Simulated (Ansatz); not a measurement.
Process, species as SMILES: [C-]#[S+] (C-S) → C atom + S atom
B3LYP-D3(BJ)/def2-TZVP geometries, fixed; electronic energies without zero-point terms.

Basis-set convergence of the atomisation energy at HF with Ansatz (a first-principles code). Cartesian d functions, on some or all atoms, in 6-31+G*, 6-311+G**; all else is spherical. Open shells are unrestricted. No added dispersion term, no relativity. Functions are those of the species that has most. Reference: the value in aug-cc-pV(5+d)Z, 97.48 kcal/mol, itself unsure by roughly 0.11 kcal/mol (its mean distance from pcseg-4, aug-pcseg-3, aug-cc-pV(Q+d)Z). Deviations are taken from unrounded values.

```json
[
 {"basis": "cc-pV(D+d)Z", "functions": "37"},
 {"basis": "6-31+G*", "functions": "42"},
 {"basis": "def2-SVPD", "functions": "47"},
 {"basis": "6-311+G**", "functions": "53"},
 {"basis": "6-311++G(2d,2p)", "functions": "62"},
 {"basis": "cc-pV(T+d)Z", "functions": "69"},
 {"basis": "def2-TZVPD", "functions": "83"},
 {"basis": "6-311++G(3df,3pd)", "functions": "86"},
 {"basis": "def2-TZVPPD", "functions": "88"},
 {"basis": "cc-pV(Q+d)Z", "functions": "119"},
 {"basis": "def2-QZVPPD", "functions": "142"},
 {"basis": "cc-pV(5+d)Z", "functions": "191"}
]
```

Problem. Which is the smallest set listed that can be trusted to 1 kcal/mol here, that is, within that of the reference together with its larger relatives (same family, alike in diffuse functions; a set with none to test it counts only in the reference's own line)?

Solution. The smallest set listed that lies within 1 kcal/mol of the reference with all its larger relatives (same family, alike in diffuse functions; a set with none counts only in the reference's own line) is cc-pV(T+d)Z (69 functions, -0.68 kcal/mol off). Inside, with no larger relative to test it: 6-311++G(3df,3pd). Value minus reference: cc-pV(D+d)Z -2.82, 6-31+G* -5.31, def2-SVPD -2.43, 6-311+G** -4.16, 6-311++G(2d,2p) -1.89, cc-pV(T+d)Z -0.68, def2-TZVPD -0.22, 6-311++G(3df,3pd) 0.28, def2-TZVPPD -0.25, cc-pV(Q+d)Z -0.18, def2-QZVPPD -0.11, cc-pV(5+d)Z -0.06 kcal/mol.
